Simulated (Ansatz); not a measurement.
Input file for Ansatz (a first-principles code): R-CCSD(T)/aug-cc-pVTZ on HF (SMILES F).

Ansatz 0.2 input:
```yaml
crystal:
  periodic: [false, false, false]
  atoms:
    - {symbol: F, position_ang: [0.00000000, 0.00000000, 0.00000000]}
    - {symbol: H, position_ang: [0.91538107, 0.00000000, 0.00000000]}
basis:
  gaussian:
    orbitals: aug-cc-pVTZ
magnetization: {spin_polarized: false}
correlation: {method: ccsd_t, electrons: outside_noble_gas}
scf: {lower_state_search: off}
```

Program output:

```
WARN ansatz: RAYON_NUM_THREADS=2 ignored (pool sized by the plan → 2); use --threads N
Functional definition: HF
these checks for a lower state are left out or cut short: stability, starts, cluster_reference, orbital_swaps, neighbouring_geometries, increment
integrals: 0.04 GiB planned
415 factors; integrals over basis functions are off by at most 1.7e-3 eV
mean field: 0.07 GiB planned
mean field evaluation 1: about -2721.8459 eV, gradient 2.5e1 eV
mean field evaluation 2: about -2721.8459 eV, gradient 2.5e1 eV
mean field evaluation 4: about -2722.7979 eV, gradient 1.2e0 eV
mean field evaluation 8: about -2722.8022 eV, gradient 4.8e-5 eV
mean field -2722.80222400 eV, -100.0611361503 hartree, gradient 1.8e-6 eV, S^2 0.000000; 0 other end points of the search recorded, 0 dependent functions left out
1 core orbitals not correlated
reference -2722.80222400 eV, -100.0611361503 hartree; 4, 4 occupied and 64, 64 virtual orbitals, 415 factors
second order -7.61122775 eV of doubles, -0.00000000 eV of singles
coupled cluster: 0.12 GiB planned
cycle   1  -7.49517655 eV  change    1.2e-1 eV  update   4.7e-2
cycle   2  -7.61837590 eV  change   -1.2e-1 eV  update   1.2e-2
cycle   3  -7.64898034 eV  change   -3.1e-2 eV  update   5.5e-3
cycle   4  -7.64388288 eV  change    5.1e-3 eV  update   9.2e-4
cycle   5  -7.64361909 eV  change    2.6e-4 eV  update   2.9e-4
cycle   6  -7.64370119 eV  change   -8.2e-5 eV  update   7.1e-5
cycle   7  -7.64367250 eV  change    2.9e-5 eV  update   2.1e-5
cycle   8  -7.64366318 eV  change    9.3e-6 eV  update   5.3e-6
cycle   9  -7.64366243 eV  change    7.5e-7 eV  update   1.5e-6
perturbative correction -0.20425446 eV, -0.0075062131 hartree
Total energy: -2730.65014089 eV, -100.3495417767 hartree
Checks for a lower state left out: stability, starts, cluster_reference, orbital_swaps, neighbouring_geometries, increment
```

The calculation finished and met its thresholds.

Cost: roughly 0.7 core-seconds.
